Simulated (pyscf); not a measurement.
HO–SiH(F)–F + hydrogen (H₂) -> F–SiH₂–F + water (H₂O) (four-centre exchange; singlet surface; O–Si, H–H broken, H–Si, H–O formed). PySCF, gas phase, ωB97X-D3(BJ)/def2-SVP geometries. Energies in kJ/mol from the separated reactants.

```
level                   barrier  reaction energy
----------------------  -------  ---------------
ωB97X-D3(BJ)/def2-TZVP      [?]              [?]
B3LYP-D3(BJ)/def2-TZVP    232.2           +107.4
PBE0-D3(BJ)/def2-TZVP     214.2           +102.5
M06-2X/def2-TZVP          239.6           +119.3
ωB97M-D3(BJ)/def2-TZVP    228.8           +107.1
HF/def2-TZVP                [?]           +101.3
```

**Question.** Complete the blanks.

**Answer.** 
- ωB97X-D3(BJ)/def2-TZVP, barrier: 231.2
- ωB97X-D3(BJ)/def2-TZVP, reaction energy: +107.2
- HF/def2-TZVP, barrier: 297.7

The functionals in the table span 25.4 kJ/mol in this barrier, from PBE0-D3(BJ) to M06-2X. On the product side the descent ends in a complex, 17.8 kJ/mol under the separated species and 141.8 kJ/mol under the saddle at ωB97X-D3(BJ)/def2-TZVP. This is the saddle that the search found; another between the same sides may lie lower.
